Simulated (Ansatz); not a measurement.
Gas-phase electronic energies from Ansatz, PBE0-D4/def2-TZVP geometries. CBS: MP2 limit from def2 TZ/QZ plus the TZ coupled-cluster correction, frozen cores. Functionals use def2-TZVPP. HSE06 is defined as in plane-wave codes. Each species was taken in one conformer, which may not be the lowest.

Reaction (isomerisation): `OC1=NC(F)O1` → `OC1(O)N=C1F`

```csv
level,ΔE (kJ/mol)
LDA (SPW92),105.3
r2SCANh-D4,107.5
r2SCAN0-D4,110.4
HSE06-D4,107.2
ωB97M-V,105.8
B2PLYP,102.2
HF/def2-TZVPP,125.5
MP2/def2-TZVPP,100.1
```

(1) What does CCSD(T)/CBS give? (Estimate.)

Largest T1 diagnostic among the species: 0.014.

## Answers

(1) Ansatz gave: +101.0 kJ/mol. The listed levels differ from it by 4.3, 6.5, 9.4, 6.2, 4.8, 1.2, 24.5, -0.9 kJ/mol.

From BLYP to BHLYP (50 % exact exchange), in def2-TZVPP and without D4, ΔE moves by +19.0 kJ/mol. In def2-TZVPP, CCSD(T) changes the Hartree–Fock value by −21.4 kJ/mol (the triples alone add −2.8 kJ/mol) and MP2 by −25.4 kJ/mol.
